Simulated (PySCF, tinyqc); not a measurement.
FCI on RHF in the sto-3g basis, frozen core, for HF, spin multiplicity 1, step by step. The lowest restricted solution is unstable here: a spin-polarised one lies 0.0023 hartree lower (PySCF). One step of it, computed by the program tinyqc.

Problem. FCI: roots. Diagonalise (each vector has its largest component positive (the first on a tie)); all determinants have Ms = 0, so triplets appear too. The lowest singlet root is the correlation energy.

Occupation strings over the orbitals (2 doubly, a alpha, b beta, 0 empty; spin orbitals ordered 1a 1b 2a 2b ...): 222220 22a22b 2a222b 22b22a 2b222a 222202 222022 220222 2ab222 2ba222 202222

H - E(HF) between determinants (hartree):
```
           222220     22a22b     2a222b     22b22a     2b222a     222202     222022     220222
222220   0.000000   0.000000   0.000000   0.000000   0.000000   0.029052   0.029052   0.231945
22a22b   0.000000   0.423348  -0.009246  -0.231945  -0.036437   0.022266   0.022266   0.067258
2a222b   0.000000  -0.009246   1.223098  -0.036437  -0.091481   0.028266   0.028266  -0.079945
22b22a   0.000000  -0.231945  -0.036437   0.423348  -0.009246  -0.022266  -0.022266  -0.067258
2b222a   0.000000  -0.036437  -0.091481  -0.009246   1.223098  -0.028266  -0.028266   0.079945
222202   0.029052   0.022266   0.028266  -0.022266  -0.028266   0.877282   0.053770   0.035335
222022   0.029052   0.022266   0.028266  -0.022266  -0.028266   0.053770   0.877282   0.035335
220222   0.231945   0.067258  -0.079945  -0.067258   0.079945   0.035335   0.035335   0.901451
2ab222  -0.036437   0.079945  -0.211147  -0.031327   0.076739   0.027818   0.027818   0.069376
2ba222   0.036437  -0.031327   0.076739   0.079945  -0.211147  -0.027818  -0.027818  -0.069376
202222   0.091481   0.076739   0.031561  -0.076739  -0.031561   0.189386   0.189386   0.134830

           2ab222     2ba222     202222
222220  -0.036437   0.036437   0.091481
22a22b   0.079945  -0.031327   0.076739
2a222b  -0.211147   0.076739   0.031561
22b22a  -0.031327   0.079945  -0.076739
2b222a   0.076739  -0.211147  -0.031561
222202   0.027818  -0.027818   0.189386
222022   0.027818  -0.027818   0.189386
220222   0.069376  -0.069376   0.134830
2ab222   1.725434  -0.134830   0.100201
2ba222  -0.134830   1.725434  -0.100201
202222   0.100201  -0.100201   2.715249
```

Give: lowest roots of this matrix, relative to E(HF); lowest vectors; <S^2> of these roots; weight of the ground state by excitation level 0, 1, 2, ....

Solution.

lowest roots of this matrix, relative to E(HF) (hartree): -0.0618  0.1879  0.6138  0.8235  0.8529  0.9674  1.0962  1.2164

lowest vectors:
```
         root 1   root 2   root 3   root 4
222220   0.9696   0.0000  -0.0887   0.0000
22a22b   0.0218   0.7061   0.6751   0.0000
2a222b  -0.0075   0.0311  -0.0778   0.0000
22b22a  -0.0218   0.7061  -0.6751   0.0000
2b222a   0.0075   0.0311   0.0778   0.0000
222202  -0.0180   0.0000  -0.0243   0.7071
222022  -0.0180   0.0000  -0.0243  -0.7071
220222  -0.2373   0.0000  -0.2422   0.0000
2ab222   0.0262  -0.0215  -0.0649   0.0000
2ba222  -0.0262  -0.0215   0.0649   0.0000
202222  -0.0209   0.0000  -0.0170   0.0000
```

<S^2> of these roots: 0.0000  2.0000  0.0000  0.0000  0.0000  0.0000  2.0000  0.0000

weight of the ground state by excitation level 0, 1, 2, ...: 0.9402  0.0011  0.0588
